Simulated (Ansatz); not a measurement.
BH$_{4}$NO (`NBO`). The species carries charge 0 and has multiplicity 1.

| atom | x (Å) | y (Å) | z (Å) |
| --- | --- | --- | --- |
| N1 | -0.363 | -0.469 | -0.704 |
| B2 | 0.155 | 0.577 | 0.076 |
| O3 | 0.596 | 0.425 | 1.362 |
| H4 | -0.459 | -1.423 | -0.398 |
| H5 | -0.676 | -0.316 | -1.645 |
| H6 | 0.223 | 1.676 | -0.393 |
| H7 | 0.525 | -0.470 | 1.703 |

(1) Give the diagnostics of a CCSD(T)/def2-TZVPP run (frozen core, Ansatz 0.2.0). (Estimate.)

## Answers

(1) Computed: T1 = 0.0117, largest single amplitude 0.027, largest double 0.030, (T) share of the correlation energy 3.4 %, 9 CCSD cycles. The RHF solution is stable towards an unrestricted one. T1 lies under the customary mark of 0.02 for closed shells.
